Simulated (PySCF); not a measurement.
**Ar: ionisation energy**

Ar [Ar] (1S) → Ar⁺ [Ne] 3s2 3p5 (2P), as a difference of total energies. Computed with PySCF 2.14 in def2-QZVPPD (10s7p5d2f1g, 79 functions), with no relativity, point nucleus. Correlated levels: valence: [Ne] frozen; valence and next inner shell: 1s2 frozen. The calculations carry no spin-orbit coupling.

| method | ionisation energy (eV) |
| --- | --- |
| UHF | 14.549 |
| LDA | 15.990 |
| PBE | 15.702 |
| PBE0 | 15.712 |
| r2SCAN | 15.751 |
| PW91 | 15.769 |
| B97-3 | 15.770 |
| revPBE | 15.639 |
| wB97M-V | 15.739 |
| SCS-MP2 (valence) | 15.730 |
| MP2 (valence and next inner shell) | 15.836 |

Question: Estimate what MP2 (valence) gives.

Answer: 15.820 eV, closest to MP2 (valence and next inner shell) among the rows shown.

Question: Estimate what SCS-MP2 (valence and next inner shell) gives.

Answer: 15.742 eV, closest to wB97M-V among the rows shown.

Errors of the correlated levels include the incompleteness of this basis and the frozen core.

For comparison: 15.819 eV (measured; NIST levels, between the centres of gravity of the two terms).
